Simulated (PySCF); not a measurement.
Computed spin Hamiltonian

Species: C4H6 (charge -1 and doublet state).
Structure used (GFN2-xTB), in Å, numbered top down from 1:
```xyz
10
C4H6 angstrom
C      1.631    0.188    0.071
C      0.311    0.114   -0.515
C     -0.749   -0.847   -0.095
C     -0.930    0.638    0.123
H      2.324   -0.601   -0.249
H      2.107    1.176    0.015
H     -1.376   -1.328   -0.854
H     -0.665   -1.476    0.803
H     -0.966    0.988    1.165
H     -1.678    1.153   -0.488
```

The species is `[CH2-][C]1CC1` [radical] (charge -1).

Method used: UKS B3LYP, pcH-1 on C H, non-relativistic, mean-field spin-orbit, GIAO in PySCF 2.14.0. Whether the extra electron is bound in the gas phase wasn't checked; a finite basis holds it in any case. A GFN2-xTB geometry isn't a minimum of the functional, and hyperfine couplings can be far from their values at a DFT geometry, by a factor of two or more for some ions and for spin on atoms past the first row. The SCF solution wasn't tested for stability.

| Quantity | Value |
| --- | --- |
| g1, g2, g3 | 2.00214, 2.00277, 2.00286 |
| g_iso | 2.00259 |
| Form of g | close to axial: the two nearest values differ by 13 % of g3 − g1 |
| ⟨S²⟩ | 0.7537 (exact 0.7500) |
| α and β electrons | 16, 15 |
| HOMO–LUMO gap, α and β orbitals | 3.69, 4.89 eV |
| Total energy | -155.91887 Eh |
| Basis functions | 160 |

Isotropic coupling and dipolar principal values T1 to T3, in G; ρ(0) is the spin density at the nucleus (MHz turned into gauss with g_iso; 10 G = 1 mT):

```csv
atom,isotope,a_iso,T1,T2,T3,Mulliken spin population,ρ(0) (bohr⁻³)
C1,13C,19.7,-14.1,-13.8,27.9,0.53,0.0492
C2,13C,52.0,-12.3,-12.2,24.5,0.35,0.1296
C3,13C,15.9,-1.6,-0.3,1.9,0.00,0.0396
C4,13C,15.8,-1.6,-0.3,1.8,0.00,0.0393
H5,1H,-0.1,-6.2,-0.5,6.8,-0.01,-0.0001
H6,1H,-0.2,-6.2,-0.5,6.8,-0.01,-0.0001
H7,1H,7.6,-1.7,-0.7,2.3,0.00,0.0047
H8,1H,6.5,-1.3,-0.8,2.1,0.07,0.0041
H9,1H,6.5,-1.3,-0.8,2.1,0.07,0.0041
H10,1H,7.6,-1.7,-0.7,2.3,0.00,0.0048
```

Largest spin populations (Mulliken): C1 (+0.53), C2 (+0.35), H8 (+0.07) and H9 (+0.07). The angles at C1 add up to 340.8°, so it is pyramidal.

The SMILES `[CH2-][C]1CC1` draws the unpaired electron on C2, whose computed spin population is only +0.35.

Axes: g2 points within 6° of the C1–C2 bond.

Under fast tumbling the dipolar parts average out, and these isotropic splittings remain: 4 × 1H (H7/H8/H9/H10, I = 1/2, 5 lines) with 0.70 mT.

Nuclei that the bonding pattern makes equivalent are averaged, as if the motion that swaps them (rotation, inversion, ring flip) were fast.

The 13C coupling of C2 (145.7 MHz) shows only in satellite lines or after enrichment, since that isotope makes up about 1.07 % of natural carbon.

One conformer stands for the species.
